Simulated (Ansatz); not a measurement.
We consider 1T (CdI2-type) CdI2, described by PBE0-D4 (Ansatz, a quantum-chemistry and plane-wave program, plane waves, PAW).

Settings: plane-wave cutoff 520 eV, 6×6×4 k mesh (along the axes of the cell as run), Fermi–Dirac smearing 0.01 eV, scalar-relativistic PAW data made under PBE.

Starting structure:

```yaml
crystal:
  lattice:
    - [4.24000, 0.00000, 0.00000]
    - [-2.12000, 3.67195, 0.00000]
    - [0.00000, 0.00000, 6.86000]
  atoms:
    - { symbol: Cd, position: [0.00000, 0.00000, 0.00000] }
    - { symbol: I, position: [0.33333, 0.66667, 0.24900] }
    - { symbol: I, position: [0.66667, 0.33333, 0.75100] }
```

Problem. Into what structure does the relaxation of cell and atoms lead at this level, with the symmetry of the start kept?

Solution. The volume drops by 2.1 %; final space group P-3m1.
```yaml
crystal:
  lattice:
    - [4.21679, 0.00000, 0.00000]
    - [-2.10840, 3.65185, 0.00000]
    - [0.00000, 0.00000, 6.79189]
  atoms:
    - { symbol: Cd, position: [0.00000, 0.00000, 0.00000] }
    - { symbol: I, position: [0.33333, 0.66667, 0.25185] }
    - { symbol: I, position: [0.66667, 0.33333, 0.74815] }
```
